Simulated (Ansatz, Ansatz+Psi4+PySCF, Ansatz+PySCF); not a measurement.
```xyz
4

C     0.0000    0.0000    0.0000
H     0.0000    0.0000   -1.0900
O     0.0000    1.1761    0.6253
O     0.0000   -1.0489    0.5577
```

Basis set: cc-pVTZ (spherical functions). Frozen core: 3 orbitals. Correlation on ROHF uses semicanonical orbitals with singles. Charge 0, multiplicity 2.

Computed with Ansatz (development build ahead of 0.2.0); each method stands on the lowest determinant of its kind that the runs found.

The atomization energy at this shape (free ground-state atoms in the same class of orbitals less the molecule, no zero-point energy) of doublet CHO₂:

```tsv
method	atomization energy
ROHF-MP2	16.32 eV
UHF	10.48 eV
```

What does ROHF-CCSD(T) give?

15.74 eV.
